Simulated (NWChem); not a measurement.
## Correlation energy of methyl formate (C$_{2}$H$_{4}$O$_{2}$)

```xyz
8

C     -1.3748    -0.3031     0.1031
O     -0.0616    -0.8209     0.2551
C      0.9305     0.0230    -0.0131
O      0.8004     1.1597    -0.3652
H     -1.5542     0.0098    -0.9363
H     -2.0599    -1.1132     0.3778
H     -1.5314     0.5666     0.7583
H      1.9011    -0.4932     0.1413
```
Charge 0, spin multiplicity 1.

The numbers come from NWChem runs, not from measurements. The geometry was optimised at PBE0/def2-SVP, a minimum by its harmonic frequencies. It is one conformer; others weren't searched.

Basis set: cc-pVDZ. Each correlation energy counts from its own Hartree-Fock reference.

The correlated methods keep 4 core orbitals frozen. Coupled-cluster values serve here as a point of comparison, not as the truth.

**Question.** One of these methods gave a correlation energy of -686.2 mHa. Which?
(A) RI-MP2
(B) SCS-MP2
(C) CCSD+T(CCSD)
(D) CCSD(T)

**Answer.** C, CCSD+T(CCSD). The others give -684.5 (CCSD(T)), -637.2 (RI-MP2), -622.9 (SCS-MP2).
